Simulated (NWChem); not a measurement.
# Correlation energy of chloroform (CHCl3)

```
C
H 1 1.0935
Cl 1 1.7830 2 107.51
Cl 1 1.7831 2 107.51 3 -120.00
Cl 1 1.7831 2 107.51 3 120.00
```
Charge 0, spin multiplicity 1.

Program: NWChem. Structure: optimised with B3LYP/def2-SVP, a minimum by its harmonic frequencies.

Basis set: def2-SVP. Each correlation energy counts from its own Hartree-Fock reference.

The correlated methods keep 16 core orbitals frozen. No row is a measurement; the coupled-cluster row has its own basis-set and correlation limits.

### Question
For the correlation energy, CCSD gives -584.4 mHa and MP2 gives -544.7 mHa. What do SCS-MP2, CR-CCSD[T], CCSD+T(CCSD) give?

### Answer
SCS-MP2: -528.6 mHa; CR-CCSD[T]: -596.4 mHa; CCSD+T(CCSD): -600.6 mHa.
